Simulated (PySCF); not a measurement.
# Atomic charges by several schemes

Species: P2H4.
Atom-mapped SMILES: `[PH2:1][PH2:2]` (hydrogens: H3, H4 on P1; H5, H6 on P2)

Geometry (PBE0-D3(BJ)/def2-TZVP, Å), atoms numbered from 1 in this order:
```xyz
6
P2H4 angstrom
P      0.529    0.932   -0.345
P     -0.521   -0.925    0.288
H      1.366    0.955    0.803
H      1.507    0.232   -1.104
H     -1.394   -0.926   -0.834
H     -1.466   -0.222    1.085
```

Density: PBE0/pcSseg-2 (PySCF); schemes: Mulliken, IAO, Hirshfeld and ESP-fitted. Isolated species at its PBE0-D3(BJ)/def2-TZVP geometry (one conformer only).

Task: For which atoms does the sign change between the 4 schemes (beyond +0.03 e in one, beyond −0.03 e in another)?

Result: P1 and P2. Atomic charges aren't observables, and each scheme defines them in its own way.

Task: Which atoms carry the lowest charge in the Mulliken, IAO, Hirshfeld and ESP-fitted schemes?

Result: The schemes don't all agree: Mulliken H6 (-0.017); IAO H3, H4, H5 and H6 (-0.008); Hirshfeld H4 and H5 (-0.014); ESP-fitted P1 and P2 (-0.266).

Task: What partial charge does each atom carry?

Result: In e:

```csv
atom,environment,Mulliken,IAO,Hirshfeld,ESP-fitted
P1,three-coordinate phosphorus,+0.033,+0.017,+0.027,-0.266
P2,three-coordinate phosphorus,+0.033,+0.017,+0.027,-0.266
H3,P–H hydrogen,-0.016,-0.008,-0.013,+0.134
H4,P–H hydrogen,-0.016,-0.008,-0.014,+0.133
H5,P–H hydrogen,-0.016,-0.008,-0.014,+0.135
H6,P–H hydrogen,-0.017,-0.008,-0.013,+0.130
```

Mean size of the charges over all atoms: ESP-fitted 0.177 e, Mulliken 0.022 e, Hirshfeld 0.018 e, IAO 0.011 e. Each set sums to the total charge, 0, to within 0.001 e. The IAO scheme counts the electrons in orthogonalised intrinsic atomic orbitals, a minimal basis polarised so that it spans the occupied orbitals exactly. The ESP scheme is a least-squares fit of atom-centred charges to the potential on four shells outside the van der Waals surface, with the total charge fixed.

Task: How many electrons does the IAO scheme count on P1?

Result: Z − q = 15 − (+0.017) = 14.983.

Task: Sum the charges by element.

Result: 
| element | atoms | Mulliken | IAO | Hirshfeld | ESP-fitted |
| --- | --- | --- | --- | --- | --- |
| P | 2 | +0.065 | +0.033 | +0.054 | -0.532 |
| H | 4 | -0.065 | -0.033 | -0.054 | +0.532 |

The run behind these numbers computed NMR shieldings as well. Hardware: one thread of an Intel Xeon 6975P-C, on a shared host. Cost: 5.3 s wall (with the writing of density and orbital grids), 0.55 GiB resident at most.
